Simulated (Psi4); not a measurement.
# BCl2 (SMILES Cl[B]Cl): UHF/STO-3G

What is the energy change on altering one bond length of BCl2 at UHF/STO-3G? 

The results are computed with Psi4 1.11.

2 further runs of the same task are left out: 2 set aside as unsound or not needed.

**1. The structure to begin with**

BCl2 has 3 atoms, charge 0, and is taken as a doublet. SMILES: `Cl[B]Cl`. The shape is that of a PBE0-D4/def2-TZVP optimisation.

Bond lengths: Cl1–B2 1.720 Å, B2–Cl3 1.720 Å. Angles: Cl1–B2–Cl3 125.4°.

**2. Energy and forces at UHF/STO-3G**

bcl2.xyz reads:

```xyz
3
BCl2
Cl     0.371500    -1.525600     0.030000
B     -0.463900    -0.050300    -0.256900
Cl     0.081500     1.511100     0.213700
```

bcl2_ase.py reads:

```python
import numpy as np
from ase.calculators.psi4 import Psi4
from ase.io import read

atoms = read('bcl2.xyz')
calc = Psi4(atoms=atoms, method='hf', basis='STO-3G', memory='1600MB', num_threads=1, charge=0, multiplicity=2, label='bcl2', reference='uhf')
calc.psi4.set_options({'puream': True, 'e_convergence': 1e-09, 'd_convergence': 1e-08, 'scf_type': 'pk', 'maxiter': 100})
atoms.calc = calc

forces = atoms.get_forces()
print(f'energy: {atoms.get_potential_energy():.6f} eV')
print('forces / eV A^-1')
print(np.round(forces, 5))
```

Started as:

```console
$ python bcl2_ase.py
```

bcl2.dat:

```text
[...]
  Running in c1 symmetry.
[...]
  Nuclear repulsion =  102.359078461763886
[...]
  Multiplicity = 2
[...]
  Nalpha       = 20
  Nbeta        = 19
[...]
    Number of basis functions: 23
[...]
   @UHF iter   1:  -933.46843781434734   -8.70784e-01   1.11364e-02 DIIS/ADIIS
[...]
   @UHF iter  11:  -933.53131228149903   -5.68434e-13   3.46981e-09 DIIS
[...]
   @S^2 Observed:                7.536812389E-01
[...]
    Orbital Energies [Eh]
    ---------------------
    Alpha Occupied:
       1A   -103.744196     2A   -103.744175     3A    -10.424835
       4A    -10.424770     5A     -7.869000     6A     -7.868956
       7A     -7.863505     8A     -7.863463     9A     -7.863339
      10A     -7.863199    11A     -7.546625    12A     -1.098380
      13A     -1.047280    14A     -0.637347    15A     -0.534795
      16A     -0.522556    17A     -0.485600    18A     -0.426787
      19A     -0.425158    20A     -0.319848
    Alpha Virtual:
      21A      0.173834    22A      0.430907    23A      0.516825
[...]
  @UHF Final Energy:  -933.53131228149903
   => Energetics <=
    Nuclear Repulsion Energy =            102.3590784617638860
    One-Electron Energy =               -1495.1312608965604340
    Two-Electron Energy =                 459.2408701532976352
    Total Energy =                       -933.5313122814989129
  UHF NO Occupations:
  HONO-2 :   18  A 1.9996714
  HONO-1 :   19  A 1.9987370
[...]
 Multipole Moments:
 ------------------------------------------------------------------------------------
     Multipole            Electronic (a.u.)      Nuclear  (a.u.)        Total (a.u.)
 ------------------------------------------------------------------------------------
 L = 1.  Multiply by 2.5417464519 to convert [e a0] to [Debye]
 Dipole X            :         -0.7738024            0.3969405           -0.3768619
 Dipole Y            :         -0.0483312            0.0247513           -0.0235799
 Dipole Z            :         -0.4245132            0.2177596           -0.2067536
 Magnitude           :                                                    0.4304973
[...]
  -Total Gradient:
     Atom            X                  Y                   Z
    ------   -----------------  -----------------  -----------------
       1       -0.015337543210     0.025454018318    -0.005450456806
       2        0.025649230719     0.001567394032     0.014067452909
       3       -0.010311687513    -0.027021412343    -0.008616996102
[...]
```

The script printed:

```text
energy: -25402.680904 eV
forces / eV A^-1
[[ 0.78869 -1.3089   0.28027]
 [-1.31894 -0.0806  -0.72338]
 [ 0.53025  1.3895   0.4431 ]]
```

Wall time 2.3 s (1 thread of Intel Xeon Platinum 8259CL at 2.50GHz (Skylake/Cascade Lake), shared host); peak memory 0.19 GiB.

**3. The distorted shape: a single-point energy at UHF/STO-3G**

job.json reads:

```json
{
 "schema_name": "qcschema_input",
 "schema_version": 1,
 "molecule": {
  "schema_name": "qcschema_molecule",
  "schema_version": 2,
  "symbols": ["Cl", "B", "Cl"],
  "geometry": [0.1867314, -4.35819977, -0.3879381, -1.39194581, -1.57028682, -0.93010052, 0.15401268, 2.85556515, 0.40383447],
  "molecular_charge": 0,
  "molecular_multiplicity": 2,
  "fix_symmetry": "c1",
  "fix_com": true,
  "fix_orientation": true
 },
 "driver": "energy",
 "model": {
  "method": "scf",
  "basis": "STO-3G"
 },
 "keywords": {
  "reference": "uhf",
  "puream": true,
  "e_convergence": 1e-09,
  "d_convergence": 1e-08,
  "scf_type": "pk",
  "maxiter": 100,
  "scf_properties": ["LOWDIN_CHARGES", "WIBERG_LOWDIN_INDICES", "QUADRUPOLE"]
 }
}
```

Started as:

```console
$ psi4 --qcschema job.json -n 1 --memory 1600MB
```

stdout:

```text
[...]
  Running in c1 symmetry.
[...]
  Nuclear repulsion =   83.420253893477735
[...]
  Multiplicity = 2
[...]
  Nalpha       = 20
  Nbeta        = 19
[...]
    Number of basis functions: 23
[...]
   @UHF iter   1:  -933.24654329336954   -1.05501e+00   1.22997e-02 DIIS/ADIIS
[...]
   @UHF iter  18:  -933.42139524517449   -2.27374e-12   7.89531e-09 DIIS
[...]
   @S^2 Observed:                1.007708791E+00
[...]
    Orbital Energies [Eh]
    ---------------------
    Alpha Occupied:
       1A   -103.766557     2A   -103.667090     3A    -10.447142
       4A    -10.355583     5A     -7.891343     6A     -7.885763
       7A     -7.885358     8A     -7.812194     9A     -7.792003
      10A     -7.791972    11A     -7.511288    12A     -1.091855
      13A     -0.988380    14A     -0.617826    15A     -0.484344
      16A     -0.474977    17A     -0.471150    18A     -0.400536
      19A     -0.400468    20A     -0.360229
    Alpha Virtual:
      21A      0.183229    22A      0.225768    23A      0.479059
[...]
  @UHF Final Energy:  -933.42139524517449
   => Energetics <=
    Nuclear Repulsion Energy =             83.4202538934777351
    One-Electron Energy =               -1458.2034364433479823
    Two-Electron Energy =                 441.3617873046956106
    Total Energy =                       -933.4213952451746081
  UHF NO Occupations:
  HONO-2 :   18  A 1.9998551
  HONO-1 :   19  A 1.8618211
[...]
 Multipole Moments:
 ------------------------------------------------------------------------------------
     Multipole            Electronic (a.u.)      Nuclear  (a.u.)        Total (a.u.)
 ------------------------------------------------------------------------------------
 L = 1.  Multiply by 2.5417464519 to convert [e a0] to [Debye]
 Dipole X            :          0.7782385           -1.1670797           -0.3888412
 Dipole Y            :         32.8528244          -33.3962226           -0.5433982
 Dipole Z            :          4.1086913           -4.3802643           -0.2715730
 Magnitude           :                                                    0.7212704
 L = 2.  Multiply by 1.3450342976 to convert [e a0^2] to [Debye ang]
 Quadrupole XX       :        -31.2113385           10.6835706          -20.5277680
 Quadrupole XY       :         -2.9469247            4.5704392            1.6235146
[...]
```

The result, in JSON:

```text
{
 "driver": "energy",
 "model": {
  "method": "scf",
  "basis": "STO-3G"
 },
 "success": true,
 "return_result": -933.4213952451745,
 "properties": {
  "calcinfo_nbasis": 23,
  "calcinfo_nmo": 23,
  "calcinfo_nalpha": 20,
  "calcinfo_nbeta": 19,
  "calcinfo_natom": 3,
  "nuclear_repulsion_energy": 83.42025389347774,
  "return_energy": -933.4213952451745,
  "scf_one_electron_energy": -1458.203436443348,
  "scf_two_electron_energy": 441.3617873046956,
  "scf_dipole_moment": [-0.3888411658840102, -0.5433982138100859, -0.27157299860067763],
  "scf_total_energy": -933.4213952451745,
  "scf_iterations": 18
 }
}
```

Wall time 2.3 s (1 thread of Intel Xeon Platinum 8259CL at 2.50GHz (Skylake/Cascade Lake), shared host); peak memory 0.18 GiB.

**4. Outcome**

Level: UHF/STO-3G.

| quantity | value |
| --- | --- |
| first shape: total energy | -933.53131 Eh |
| first shape: dipole moment | 1.09 D |
| first shape: HOMO energy (highest over α and β) | -8.70 eV |
| first shape: LUMO energy (lowest over α and β) | 4.73 eV |
| first shape: ⟨S²⟩ | 0.754 |
| first shape: largest force on an atom | 1.554 eV/Å |
| distorted shape: total energy | -933.42140 Eh |
| distorted shape: dipole moment | 1.83 D |
| distorted shape: HOMO energy (highest over α and β) | -9.44 eV |
| distorted shape: LUMO energy (lowest over α and β) | 2.40 eV |
| distorted shape: ⟨S²⟩ | 1.008 |
| energy change with the B2–Cl3 bond stretched from 1.720 to 2.579 Å | 2.991 eV |

What this shows: With the B2–Cl3 bond stretched from 1.720 to 2.579 Å the energy rises by 2.99 eV (69 kcal/mol). The first shape isn't relaxed at this level, so the change isn't measured from a minimum. The minimal basis adds a large error of its own. The largest force (first shape) is 1.55 eV/Å: the shape isn't a stationary point for this species at this level. ⟨S²⟩ (distorted shape) is 1.01 where a pure doublet has 0.75: the reference is spin-contaminated.
